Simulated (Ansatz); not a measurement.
**Si₂H₆ (singlet): from Hartree-Fock to the top rungs, cc-pV(D+d)Z**

How much of the correlation energy of Si₂H₆ (singlet) does each wave-function method recover here?

The runs use Ansatz 0.2.0, Gaussian basis; cc-pV(D+d)Z, core rule «outside noble gas», up to 10 orbitals frozen.

To be run: UHF; CCSD(T) on RHF; BCCD(T) on RHF; CISD; CCSDT(Q) on RHF; CASSCF and MRCISD+Q, 8 electrons in 8 orbitals; CASSCF and NEVPT2, 8 electrons in 8 orbitals.

15 further runs of the same task are left out: 2 that didn't finish, 13 set aside as unsound or not needed.

## 1. The geometry

The geometry is an MP2(full)/6-31G* stationary point (not a proven minimum).

8 atoms, charge 0, spin multiplicity 1.

Atoms are counted from 1 here; the program's logs count them from 0.

Bond lengths: Si1–Si2 2.335 Å, Si1–H3 1.487 Å, Si1–H4 1.487 Å, Si1–H5 1.487 Å, Si2–H6 1.487 Å, Si2–H7 1.487 Å, Si2–H8 1.487 Å. Angles: Si2–Si1–H3 110.4°, Si2–Si1–H4 110.4°, Si2–Si1–H5 110.4°, H3–Si1–H4 108.5°, H3–Si1–H5 108.5°, H4–Si1–H5 108.5°, Si1–Si2–H6 110.4°, Si1–Si2–H7 110.4°, Si1–Si2–H8 110.4°, H6–Si2–H7 108.5°, H6–Si2–H8 108.5°, H7–Si2–H8 108.5°.

## 2. UHF

in.yaml

```yaml
crystal:
  periodic: [false, false, false]
  atoms:
    - {symbol: Si, position_ang: [0.000000, 0.000000, 1.167683]}
    - {symbol: Si, position_ang: [0.000000, 0.000000, -1.167683]}
    - {symbol: H, position_ang: [0.000000, 1.393286, 1.686020]}
    - {symbol: H, position_ang: [-1.206621, -0.696643, 1.686020]}
    - {symbol: H, position_ang: [1.206621, -0.696643, 1.686020]}
    - {symbol: H, position_ang: [0.000000, -1.393286, -1.686020]}
    - {symbol: H, position_ang: [-1.206621, 0.696643, -1.686020]}
    - {symbol: H, position_ang: [1.206621, 0.696643, -1.686020]}
basis:
  gaussian: {orbitals: "cc-pV(D+d)Z.json"}
magnetization: {spin_polarized: true, initial_magnetization: 0}
hamiltonian: {xc: hf}
output: {orbitals: {seedname: orbitals}}
```

Run with:

```bash
> ansatz run in.yaml --threads 1 --pin off --events-out ev --progress --plain --max-ram 4160MiB --backend cpu
```

After this run come: CCSD(T) on RHF; BCCD(T) on RHF; CISD; CCSDT(Q) on RHF; CASSCF and MRCISD+Q, 8 electrons in 8 orbitals; CASSCF and NEVPT2, 8 electrons in 8 orbitals.

Q: Predict the results of all the runs planned. Wanted: RCCSDT(Q) below the RHF energy; RMP2 from RCCSDT(Q); RCCSD from RCCSDT(Q); RCCSD(T) from RCCSDT(Q); NEVPT2 frontier from RCCSDT(Q); MRCISD+Q frontier from RCCSDT(Q); T1 diagnostic.

As calculated:

| quantity | value |
| --- | --- |
| RCCSDT(Q) below the RHF energy | -7.4473 eV |
| RMP2 from RCCSDT(Q) | +156.9 kJ/mol |
| RCCSD from RCCSDT(Q) | +19.7 kJ/mol |
| RCCSD(T) from RCCSDT(Q) | +3.8 kJ/mol |
| NEVPT2 frontier from RCCSDT(Q) | +166.8 kJ/mol |
| MRCISD+Q frontier from RCCSDT(Q) | +5.0 kJ/mol |
| levels within 1 kcal/mol (43 meV) | RCCSD(T), BCCD(T), RCCSDT |
| T1 diagnostic | 0.012 |

**Reading.** RCCSD(T) misses by +3.8 kJ/mol, 0.5 % of the correlation energy. Of the multireference levels listed MRCISD+Q frontier comes nearest in total energy (+5.0 kJ/mol), which doesn't show that its space is the better one. These misses are within one basis, not against nature.
